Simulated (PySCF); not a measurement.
# Identify the compound

The spectra below were simulated for a compound C₂HF₂N.

¹H NMR (300 MHz, computed): δ 5.92 (t, J = 58.1 Hz, 1H).

¹³C{¹H} NMR (computed): δ 117.1 (t, J = 39.9 Hz), 102.7 (t, J = 312.5 Hz).

Theoretical values (PySCF 2.14.0 with density-fitted response routines): PBE0-D3(BJ)/def2-SVP geometry, PBE0/pcSseg-1 with gauge-including orbitals, spin–spin couplings from B3LYP/pcJ-1. Gas phase, a single conformation, relativity neglected, rapidly exchanging positions averaged.

δ = σ(ref) − σ, references computed at the same level: TMS for ¹H (σref 31.27) and ¹³C (σref 184.41).

Deduce the structure.

Answers


Rings plus π bonds: 2 (no ring in the answer). 2 carbon signals for 2 carbons: no two carbons are equivalent. Carbon types of the structure: 1 × C, 1 × CH, which accounts for all hydrogens. δC 117.1: nitrile carbon; C≡N carbons fall here, among the sp2 signals but without a proton. δC 102.7: sp3 CH bonded to 2 F, α to a nitrile; 2 electronegative neighbours deshield it. δH 5.92: hydrogen on an sp3 CH bonded to 2 F, α to a nitrile; its carbon carries F, hence the downfield position.

Structure: `N#CC(F)F`.

The data come from this structure; uniqueness wasn't tested.

Common functionals overestimate the size of one-bond C–F couplings by tens of Hz; these are unscaled. Multiplet labels drop couplings under 1 Hz and merge nearly equal ones. Shifts are as computed. Against solution values, carbons near 30 ppm lie about +2 ppm off and those near 130 ppm about +5 ppm. Of 1211 compounds with measured shifts, 218 miss one by over three times the rms of a fit or turn the order of signals round; such compounds aren't used in these exercises.
